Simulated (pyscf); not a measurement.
`[GeH3]` [doublet] + `[H][H]` → `[GeH4]` + `[H]` [doublet], a hydrogen abstraction (doublet surface; H–H broken, Ge–H formed). PySCF, gas phase, ωB97X-D3(BJ)/def2-SVP geometries. Energies in kcal/mol from the separated reactants.

Small-basis levels: PySCF, no dispersion term, spherical d functions. Open shells are spin-unrestricted. 

**Question.** Quick HF/6-31G*+LANL2DZ single points give ΔE‡ = 23.7 kcal/mol and ΔE = +15.2 kcal/mol. What does ωB97M-D3(BJ)/def2-TZVP give, and how far is the quick result from it?

**Answer.** ωB97M-D3(BJ)/def2-TZVP gives ΔE‡ = 22.5 kcal/mol and ΔE = +19.3 kcal/mol. HF/6-31G*+LANL2DZ lies 1.2 kcal/mol over it in the barrier and 4.0 kcal/mol under it in the reaction energy, so on this step it does not hold to within 3.0 kcal/mol. ωB97M-D3(BJ)/def2-TZVP has limits of its own. This is the saddle that the search found; another between the same sides may lie lower. The angle at the transferred H is 180°. In the def2 sets elements up to Kr have no core potential.
